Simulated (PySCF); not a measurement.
**BPH4F− (SMILES F[BH2-]P): G0W0@mPW1PW91/aug-cc-pVDZ (density fitting with cc-pvqz-jkfit)**

We compute quasiparticle energies of BPH4F−. 

The calculation is run with PySCF 2.14.0.

3 further runs of the same task are left out: 3 set aside as unsound or not needed.

**1. The molecule**

BPH4F− has 7 atoms, charge -1, and is taken as a singlet. As SMILES, `F[BH2-]P`. All atoms were displaced at random from a relaxed shape.

Bond lengths: F1–B2 1.430 Å, B2–P3 2.019 Å, B2–H4 1.152 Å, B2–H5 1.231 Å, P3–H6 1.424 Å, P3–H7 1.388 Å. Angles: F1–B2–P3 108.6°, F1–B2–H4 111.7°, F1–B2–H5 108.6°, P3–B2–H4 106.5°, P3–B2–H5 107.6°, B2–P3–H6 100.1°, B2–P3–H7 96.7°, H4–B2–H5 113.7°, H6–P3–H7 91.8°.

**2. Quasiparticle levels at G0W0@mPW1PW91/aug-cc-pVDZ (density fitting with cc-pvqz-jkfit)**

File run.py:

```python
from pyscf import gto, dft, gw

mol = gto.M(
    atom='''
F
B 1 1.429708
P 2 2.018752 1 108.56708
H 2 1.151789 1 111.69652 3 117.11213
H 2 1.230861 4 113.68748 1 -123.392
H 3 1.424291 2 100.1433 4 163.67807
H 3 1.387738 6 91.84114 2 97.09176
''',
    max_memory=1860,
    charge=-1,
    basis='aug-cc-pvdz',
    spin=0,
    verbose=4,
)

calc0 = dft.RKS(mol)
calc0.xc = 'mpw1pw'
calc0 = calc0.density_fit(auxbasis='cc-pvqz-jkfit')
calc0.kernel()

etot = calc0.e_tot
print('E(%s) = %.9f' % ('MPW1PW91', etot))

nocc = mol.nelec[0]
orbs = list(range(max(0, nocc - 3), min(mol.nao, nocc + 3)))
mygw = gw.GW(calc0, freq_int='ac')
mygw.orbs = orbs
mygw.kernel()
print('orbital   mean field (eV)   quasiparticle (eV)')
for p in orbs:
    print('%4d %12.4f %12.4f' % (p + 1, calc0.mo_energy[p] * 27.211386, mygw.mo_energy[p] * 27.211386))
```

The run is started by

```bash
$ OMP_NUM_THREADS=1 python run.py
```

Standard output:

```text
PySCF version 2.14.0

[INPUT] num. atoms = 7
[INPUT] num. electrons = 34
[INPUT] charge = -1
[INPUT] spin (= nelec alpha-beta = 2S) = 0
[INPUT] symmetry False subgroup None
[INPUT] Mole.unit = angstrom
[INPUT] Symbol           X                Y                Z      unit          X                Y                Z       unit  Magmom
[INPUT]  1 F      0.000000000000   0.000000000000   0.000000000000 AA    0.000000000000   0.000000000000   0.000000000000 Bohr   0.0
[INPUT]  2 B      1.429708000000   0.000000000000   0.000000000000 AA    2.701756558100   0.000000000000   0.000000000000 Bohr   0.0
[INPUT]  3 P      2.072508321736   0.000000000000   1.913679017986 AA    3.916473118963   0.000000000000   3.616329234320 Bohr   0.0
[INPUT]  4 H      1.855513247946  -0.952594088432  -0.487721533282 AA    3.506411859120  -1.800141935016  -0.921660122956 Bohr   0.0
[INPUT]  5 H      1.823298429198   1.042000643553  -0.523774793399 AA    3.445534674534   1.969095837935  -0.989790910475 Bohr   0.0
[INPUT]  6 H      1.829035331135   1.359905024496   2.260066200024 AA    3.456375847999   2.569848051717   4.270906141432 Bohr   0.0
[INPUT]  7 H      3.406325819992   0.263041095564   1.635188407670 AA    6.437022890820   0.497075630122   3.090058252560 Bohr   0.0

[... 60 lines left out ...]
converged SCF energy = -468.531931809762
[... 1 line left out ...]

******** <class 'pyscf.gw.gw_ac.GWAC'> ********
method = GWAC
GW nocc = 17, nvir = 92
frozen orbitals = None
off-diagonal self-energy = False
GW density matrix = False
density-fitting for exchange = False
outcore for self-energy= False
broadening parameter = 5.000e-03
number of grids = 100
analytic continuation method = pade
imaginary frequency cutoff = 5.0
Pade points = 18
Pade step ratio = 0.667
use perturbative linearized QP eqn = False
QPE max iter = 100
QPE tolerance = 1.0e-06

Starting get_sigma_diag main loop with 100 frequency points.
   0    1    2    3    4    5    6    7    8    9   10   11
  12   13   14   15   16   17   18   19   20   21   22   23
  24   25   26   27   28   29   30   31   32   33   34   35
  36   37   38   39   40   41   42   43   44   45   46   47
  48   49   50   51   52   53   54   55   56   57   58   59
  60   61   62   63   64   65   66   67   68   69   70   71
  72   73   74   75   76   77   78   79   80   81   82   83
  84   85   86   87   88   89   90   91   92   93   94   95
  96   97   98   99
Finished get_sigma_diag main loop.

WARN: GW QP energies may not be sorted from min to max

orbital   mean field (eV)   quasiparticle (eV)
  15      -3.3878      -5.1631
  16      -2.5048      -4.4118
  17      -1.2155      -2.8095
  18       3.1765       3.9980
  19       3.5274       4.2069
  20       3.7892       4.5034
```

Wall time 17 s (1 thread of Arm Neoverse V2, shared host); peak memory 0.5 GiB.

**3. Outcome**

Level: G0W0@mPW1PW91/aug-cc-pVDZ (density fitting with cc-pvqz-jkfit).

| quantity | value |
| --- | --- |
| ground-state or mean-field energy | -468.53193 Eh |
| HOMO energy (mPW1PW91 Kohn–Sham orbitals) | -1.22 eV |
| LUMO energy (mPW1PW91 Kohn–Sham orbitals) | 3.18 eV |
| HOMO–LUMO gap (to an unbound level, set by the basis) | 4.39 eV |
| quasiparticle HOMO | -2.81 eV |
| quasiparticle LUMO | 4.00 eV |

Mulliken charges of the mean-field density run from -1.11 on B2 to +0.70 on H4; in a basis this large or diffuse they mean little.
